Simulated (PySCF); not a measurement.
# C6H6: excited-state relaxation, vibronic structure

Wanted: excited-state relaxation, vibronic structure for C6H6 (`C=C1C=CC=C1`).

Computed with PySCF 2.14.0 and routines of our own; the level stands in each step. Atoms count from 0.

## Step 1: The starting structure

12 atoms, charge 0, multiplicity 1; geometry from: GFN2-xTB.

## Step 2: Relaxing the molecule at PBE0/def2-SVP

Job settings and geometry (Å):

```
{"job": {"xc": "PBE0", "basis": "def2-SVP", "grid": 1, "kind": "geom"}, "charge": 0, "multiplicity": 1}
C      1.890388     0.547789    -0.407597
C      0.635240     0.183620    -0.138718
C      0.196047    -1.022942     0.563029
C     -1.145366    -1.006428     0.623331
C     -1.635310     0.200559    -0.030261
C     -0.588140     0.908412    -0.483647
H      2.113307     1.462163    -0.932913
H      2.730934    -0.057943    -0.110440
H      0.866929    -1.768081     0.947256
H     -1.785823    -1.744443     1.072010
H     -2.676966     0.452691    -0.117639
H     -0.600042     1.843917    -1.010439
```

The run is started by

```console
$ OMP_NUM_THREADS=1 python excited_run.py task.json out
```

The driver reads the jobs from task.json and runs them one after another.

What it wrote:

```text
step   0  E = -231.74144316  max force = 0.010836
step   1  E = -231.74320423  max force = 0.001822
step   2  E = -231.74321072  max force = 0.000573
step   3  E = -231.74321161  max force = 0.000758
step   4  E = -231.74321409  max force = 0.000334
optimisation converged
```

Run time: 15 s. Hardware: 1 thread of Arm Neoverse V2, shared host; peak memory 0.52 GiB.

Step by step:

| step | energy from step 0 (eV) | largest force component (eV/Å) |
| --- | --- | --- |
| 0 | 0.0000 | 0.5572 |
| 1 | -0.0479 | 0.0937 |
| 2 | -0.0481 | 0.0295 |
| 3 | -0.0481 | 0.0390 |
| 4 | -0.0482 | 0.0172 |

Distances of close pairs at the start and the end, largest changes first:

| bond | before (Å) | after (Å) | change (Å) |
| --- | --- | --- | --- |
| C5–H11 | 1.074 | 1.090 | +0.016 |
| C2–H8 | 1.074 | 1.090 | +0.016 |
| C3–H9 | 1.075 | 1.091 | +0.016 |
| C4–H10 | 1.075 | 1.091 | +0.016 |
| C0–H6 | 1.078 | 1.094 | +0.016 |
| C0–H7 | 1.078 | 1.094 | +0.016 |
| C3–C4 | 1.457 | 1.470 | +0.012 |
| C4–C5 | 1.343 | 1.354 | +0.011 |

The final coordinates are the input of the step that follows.

| at the end point | value |
| --- | --- |
| point group (found at 0.08 Å tolerance) | C2v |
| rotational constants (GHz, main isotopes) | 8.213, 3.810, 2.603 |
| dipole moment (D) | 0.68 |

## Step 3: Excited-state relaxation: TDA PBE0/def2-SVP

Job settings and geometry (Å):

```
{"job": {"kind": "xopt", "state": "S1", "method": "TDA", "freq": false, "xc": "PBE0", "basis": "def2-SVP", "grid": 1}, "charge": 0, "multiplicity": 1}
C      1.880977     0.518099    -0.387765
C      0.615768     0.153968    -0.113130
C      0.183063    -1.059336     0.595303
C     -1.169524    -1.040205     0.658188
C     -1.662815     0.176789    -0.001701
C     -0.607800     0.890392    -0.461915
H      2.102238     1.445648    -0.923043
H      2.729034    -0.101822    -0.083960
H      0.856118    -1.820953     0.988555
H     -1.806249    -1.796645     1.119599
H     -2.715864     0.446128    -0.096648
H     -0.629161     1.839696    -0.996778
```

Method: TDA PBE0/def2-SVP excited-state geometry optimisation, gas phase.

What it wrote:

```text
final grid: 45912 points
cycle   1  E = -231.7129403353  dE =  8.283e-01  |g| = 3.127e-01  |ddm| = 3.958e+00
cycle   2  E = -231.7048707479  dE =  8.070e-03  |g| = 3.659e-01  |ddm| = 8.580e-01
cycle   3  E = -231.7401855751  dE = -3.531e-02  |g| = 1.036e-01  |ddm| = 5.034e-01
cycle   4  E = -231.7429472671  dE = -2.762e-03  |g| = 2.990e-02  |ddm| = 1.241e-01
cycle   5  E = -231.7431559800  dE = -2.087e-04  |g| = 1.448e-02  |ddm| = 4.664e-02
cycle   6  E = -231.7432126845  dE = -5.670e-05  |g| = 2.325e-03  |ddm| = 1.703e-02
cycle   7  E = -231.7432140847  dE = -1.400e-06  |g| = 1.644e-04  |ddm| = 2.706e-03
cycle   8  E = -231.7432140941  dE = -9.434e-09  |g| = 1.886e-05  |ddm| = 2.977e-04
cycle   9  E = -231.7432140942  dE = -1.146e-10  |g| = 6.652e-06  |ddm| = 3.543e-05
converged SCF energy = -231.7432140942

vertical S1 at the ground-state geometry: 3.5284 eV
step    E(state)/Eh    max force   excitation/eV  root
  0    -231.60081171   0.133533     3.8086      1
  1    -231.63504796   0.025006     2.0561      1
  2    -231.63910993   0.012089     2.1114      1
  3    -231.63974513   0.013878     1.9757      1
  4    -231.63957595   0.011978     1.9746      1
  5    -231.64053222   0.006557     2.0536      1
  6    -231.64051721   0.006120     1.9582      1
  7    -231.64088063   0.000888     2.0118      1
  8    -231.64088340   0.000405     2.0104      1
optimisation converged
vertical emission 2.0104 eV, adiabatic 2.7846 eV, Stokes shift 1.5180 eV, reorganisation 0.7439 (excited) and 0.7741 eV (ground)
```

It took 65 s on 1 thread of Arm Neoverse V2, shared host; peak memory 0.62 GiB.

Key values:

| quantity | value |
| --- | --- |
| vertical absorption, S1 | 3.53 eV |
| adiabatic energy, S1 | 2.78 eV |
| vertical emission, S1 | 2.01 eV |
| Stokes shift, S1 | 1.52 eV |
| geometry moved (RMSD), S1 | 0.065 Å |

Bonds of the start that changed most:

| bond | start (Å) | end (Å) |
| --- | --- | --- |
| C3–C4 | 1.470 | 1.381 |
| C4–C5 | 1.354 | 1.439 |
| C2–C3 | 1.354 | 1.439 |
| C0–C1 | 1.345 | 1.427 |
| C5–C1 | 1.470 | 1.412 |
| C1–C2 | 1.470 | 1.413 |

Orbitals, density, ELF and potential are computed afterwards from the orbital file.

Frontier orbitals at PBE0/def2-SVP, with the share of their density that lies nearest to each atom:

| orbital | energy (eV) | lies on |
| --- | --- | --- |
| HOMO | -6.31 | C2, C5 about 30 % each; C3, C4 about 12 % each |
| LUMO | -1.87 | C0 32 %; 5 C atoms about 10 % each; H6, H7 about 6 % each |

ELF in a plane through or near 12 of the atoms.

Ten even steps from ' ' (0.00) to '@' (1.00):
```
                                                        
                                                        
                                                        
                      ::##%%%%::                        
                    ::%%@@@@@@##        ::::            
          ..--..    ::%%@@@@@@##..  ..##@@@@++          
        **@@@@@@##    ::%%@@%%++==--##@@@@@@@@**        
      ..@@@@@@@@@@::  ..++::%%--%%**##@@@@@@@@**        
      ..##@@@@@@@@++--==%%**..**##..--%%@@@@++::        
        ..==##++====%%--::##++..++**##**--              
        ..--##==++--%%==..**++..==**##**--              
        ##@@@@@@@@==--==%%++::**##----%%@@%%++::        
      ..%%@@@@@@@@--  ..++..##==%%**##@@@@@@@@**        
        **@@@@@@##    ::%%@@%%++==--##@@@@@@@@**        
            --..    ..##@@@@@@%%    ..##@@@@++          
                    --%%@@@@@@##        ::..            
                      ::##%%%%::                        
                                                        
                                                        
                                                        
```
The map spans 10.5 Å across and 9.5 Å up, centred on the molecule. Atoms in the plane (x, y in Å): C0 (-2.1, 0.0), C1 (-0.7, 0.0), C2 (0.2, -1.1), C3 (1.6, -0.7), C4 (1.6, 0.7), C5 (0.2, 1.1), H6 (-2.7, 0.9), H7 (-2.7, -0.9), H8 (-0.1, -2.2), H9 (2.4, -1.3), H10 (2.4, 1.3), H11 (-0.1, 2.2).

On the surface of density 0.002 e/bohr³ the electrostatic potential runs, from the 1st to the 99th percentile, from -0.98 V near C2 to 1.17 V near H7.

## Step 4: Excited-state relaxation: UKS PBE0/def2-SVP

Settings changed since step 3:

```diff
@@ -1,2 +1,2 @@
-{"job": {"kind": "xopt", "state": "S1", "method": "TDA", "freq": false, "xc": "PBE0", "basis": "def2-SVP", "grid": 1}, "charge": 0, "multiplicity": 1}
+{"job": {"kind": "xopt", "state": "T1", "method": "UKS", "freq": false, "xc": "PBE0", "basis": "def2-SVP", "grid": 1}, "charge": 0, "multiplicity": 1}
 C      1.880977     0.518099    -0.387765
```

Level: UKS PBE0/def2-SVP excited-state geometry optimisation, gas phase.

What it wrote:

```text
final grid: 45912 points
cycle   1  E = -231.7129403353  dE =  8.283e-01  |g| = 3.127e-01  |ddm| = 3.958e+00
cycle   2  E = -231.7048707479  dE =  8.070e-03  |g| = 3.659e-01  |ddm| = 8.580e-01
cycle   3  E = -231.7401855751  dE = -3.531e-02  |g| = 1.036e-01  |ddm| = 5.034e-01
cycle   4  E = -231.7429472671  dE = -2.762e-03  |g| = 2.990e-02  |ddm| = 1.241e-01
cycle   5  E = -231.7431559800  dE = -2.087e-04  |g| = 1.448e-02  |ddm| = 4.664e-02
cycle   6  E = -231.7432126845  dE = -5.670e-05  |g| = 2.325e-03  |ddm| = 1.703e-02
cycle   7  E = -231.7432140847  dE = -1.400e-06  |g| = 1.644e-04  |ddm| = 2.706e-03
cycle   8  E = -231.7432140941  dE = -9.434e-09  |g| = 1.886e-05  |ddm| = 2.977e-04
cycle   9  E = -231.7432140942  dE = -1.146e-10  |g| = 6.652e-06  |ddm| = 3.543e-05
converged SCF energy = -231.7432140942

vertical T1 at the ground-state geometry: 2.2060 eV
step    E(state)/Eh    max force   <S^2>
  0    -231.64990962   0.150300    2.0274
  1    -231.68616620   0.029566    2.0354
  2    -231.68922607   0.017814    2.0349
  3    -231.68906398   0.020067    2.0348
  4    -231.69119959   0.005947    2.0350
  5    -231.69146077   0.002363    2.0350
  6    -231.69154952   0.001651    2.0350
  7    -231.69154989   0.001580    2.0351
  8    -231.69157423   0.000157    2.0350
  9    -231.69157486   0.000076    2.0350
optimisation converged
vertical emission 0.6051 eV, adiabatic 1.4052 eV, Stokes shift 1.6009 eV, reorganisation 0.8008 (excited) and 0.8000 eV (ground)
```

Run time: 67 s. Hardware: 1 thread of Arm Neoverse V2, shared host; peak memory 0.55 GiB.

In short:

| quantity | value |
| --- | --- |
| vertical gap at the ground-state geometry, T1 | 2.21 eV |
| adiabatic energy, T1 | 1.41 eV |
| vertical gap at the relaxed geometry, T1 | 0.61 eV |
| difference of the two gaps, T1 | 1.60 eV |
| geometry moved (RMSD), T1 | 0.062 Å |

Bonds of the start that changed most:

| bond | start (Å) | end (Å) |
| --- | --- | --- |
| C3–C4 | 1.470 | 1.362 |
| C2–C3 | 1.354 | 1.458 |
| C4–C5 | 1.354 | 1.458 |
| C0–C1 | 1.345 | 1.396 |
| C5–C1 | 1.470 | 1.430 |
| C1–C2 | 1.470 | 1.430 |

## Step 5: Vibronic structure: TDA PBE0/def2-SVP

Settings changed since step 4:

```diff
@@ -1,2 +1,2 @@
-{"job": {"kind": "xopt", "state": "T1", "method": "UKS", "freq": false, "xc": "PBE0", "basis": "def2-SVP", "grid": 1}, "charge": 0, "multiplicity": 1}
+{"job": {"kind": "vib", "tda": true, "freq": false, "xc": "PBE0", "basis": "def2-SVP", "grid": 1}, "charge": 0, "multiplicity": 1}
 C      1.880977     0.518099    -0.387765
```

With the program's defaults for keys left out, this is: TDA PBE0/def2-SVP vertical-gradient vibronic structure (displaced harmonic oscillators, Condon), gas phase.

What it wrote:

```text
final grid: 45912 points
cycle   1  E = -231.7129403353  dE =  8.283e-01  |g| = 3.127e-01  |ddm| = 3.958e+00
cycle   2  E = -231.7048707479  dE =  8.070e-03  |g| = 3.659e-01  |ddm| = 8.580e-01
cycle   3  E = -231.7401855751  dE = -3.531e-02  |g| = 1.036e-01  |ddm| = 5.034e-01
cycle   4  E = -231.7429472671  dE = -2.762e-03  |g| = 2.990e-02  |ddm| = 1.241e-01
cycle   5  E = -231.7431559800  dE = -2.087e-04  |g| = 1.448e-02  |ddm| = 4.664e-02
cycle   6  E = -231.7432126845  dE = -5.670e-05  |g| = 2.325e-03  |ddm| = 1.703e-02
cycle   7  E = -231.7432140847  dE = -1.400e-06  |g| = 1.644e-04  |ddm| = 2.706e-03
cycle   8  E = -231.7432140941  dE = -9.434e-09  |g| = 1.886e-05  |ddm| = 2.977e-04
cycle   9  E = -231.7432140942  dE = -1.146e-10  |g| = 6.652e-06  |ddm| = 3.543e-05
converged SCF energy = -231.7432140942

Singlet excitations (eV, f): 3.528 (0.0166)  5.854 (0.4620)  6.170 (0.0000)  6.936 (0.0011)  7.387 (0.0002)  7.437 (0.0000)

State S1  3.5284 eV  f = 0.01664  H->L 0.97
  relaxed dipole 2.053 D, largest gradient of the excitation energy 0.0935 Eh/bohr
  mode    cm-1        S   lambda/meV  Raman
   22   1543.9    1.6604     317.8   1.000
    5    662.3    2.1636     177.7   0.240
   24   1681.5    0.4830     100.7   0.345
   15   1048.3    0.6741      87.6   0.187
   13    924.7    0.4121      47.3   0.089
   20   1309.2    0.1161      18.9   0.050
   16   1088.6    0.0855      11.5   0.026
   25   3093.8    0.0055       2.1   0.013
  reorganisation energy 0.7644 eV, total S 5.604, 0-0 2.7640 eV
  absorption maximum 3.434 eV, width 0.804 eV

State S2  5.8539 eV  f = 0.46202  H-1->L 0.78, H->L+1 0.16
  relaxed dipole 0.663 D, largest gradient of the excitation energy 0.0491 Eh/bohr
  mode    cm-1        S   lambda/meV  Raman
   22   1543.9    0.5476     104.8   1.000
   24   1681.5    0.1924      40.1   0.417
   15   1048.3    0.0907      11.8   0.076
   16   1088.6    0.0828      11.2   0.075
    5    662.3    0.1147       9.4   0.039
  reorganisation energy 0.1798 eV, total S 1.039, 0-0 5.6740 eV
  absorption maximum 5.674 eV, width 0.228 eV

State T1  2.1949 eV  f = 0.00000  H->L 0.96
  relaxed dipole 1.200 D, largest gradient of the excitation energy 0.1075 Eh/bohr
  mode    cm-1        S   lambda/meV  Raman
   22   1543.9    2.1153     404.9   1.000
    5    662.3    1.6125     132.4   0.140
   15   1048.3    0.7044      91.6   0.154
   20   1309.2    0.2143      34.8   0.073
   13    924.7    0.1622      18.6   0.028
   16   1088.6    0.0890      12.0   0.021
   24   1681.5    0.0555      11.6   0.031
   21   1402.8    0.0150       2.6   0.006
  reorganisation energy 0.7101 eV, total S 4.973, 0-0 1.4848 eV
  absorption maximum 2.145 eV, width 0.808 eV
```

Wall time 14 s (1 thread of Arm Neoverse V2, shared host); peak memory 0.62 GiB.

## Step 6: What came out

| quantity | value |
| --- | --- |
| point group | C2v |
| rotational constants (main isotopes) | 8.21, 3.81, 2.60 GHz |
| vertical absorption, S1 (step 3, TDA PBE0/def2-SVP) | 3.53 eV |
| adiabatic energy, S1 (step 3, TDA PBE0/def2-SVP) | 2.78 eV |
| vertical emission, S1 (step 3, TDA PBE0/def2-SVP) | 2.01 eV |
| Stokes shift, S1 (step 3, TDA PBE0/def2-SVP) | 1.52 eV |
| surface potential, 1st and 99th percentile | -0.98 V and 1.17 V |
| vertical gap at the ground-state geometry, T1 (step 4, UKS PBE0/def2-SVP) | 2.21 eV |
| adiabatic energy, T1 (step 4, UKS PBE0/def2-SVP) | 1.41 eV |
| vertical gap at the relaxed geometry, T1 (step 4, UKS PBE0/def2-SVP) | 0.61 eV |
| difference of the two gaps, T1 (step 4, UKS PBE0/def2-SVP) | 1.60 eV |
| S1: vertical, reorganisation, 0-0, total S (step 5, TDA PBE0/def2-SVP, modes from GFN2-xTB) | 3.53, 0.76, 2.76 eV; 5.6 |
| S2: vertical, reorganisation, 0-0, total S (step 5, TDA PBE0/def2-SVP, modes from GFN2-xTB) | 5.85, 0.18, 5.67 eV; 1.0 |
| T1: vertical, reorganisation, 0-0, total S (step 5, TDA PBE0/def2-SVP, modes from GFN2-xTB) | 2.19, 0.71, 1.48 eV; 5.0 |

**Reading.** Relaxing lowered the energy by 0.048 eV in 4 steps; the close pair that moved most is C5–H11, from 1.074 to 1.090 Å. Where no frequencies were run, the relaxed excited state may be a saddle. In step 3 (excited-state relaxation), among the bonds C3–C4 changes most, from 1.470 to 1.381 Å. At PBE0/def2-SVP, counted by nearest atom on the grid, the HOMO lies on C2, C5 about 30 % each; C3, C4 about 12 % each, the LUMO on C0 32 %; 5 C atoms about 10 % each. In step 4 the gap at the relaxed geometry is under 0.8 eV, where a single closed-shell reference fails, so that gap and differences built on it are unreliable. In step 4 (excited-state relaxation), among the bonds C3–C4 changes most, from 1.470 to 1.362 Å. The vibronic model keeps the ground-state modes (from xTB) and shifts them along the gradient alone, so it can miss much of the relaxation that a full optimisation finds. ΔSCF (UKS) and response values aren't on one footing and may follow different states, so their differences aren't method errors alone, and singlets and triplets from the two don't rank.
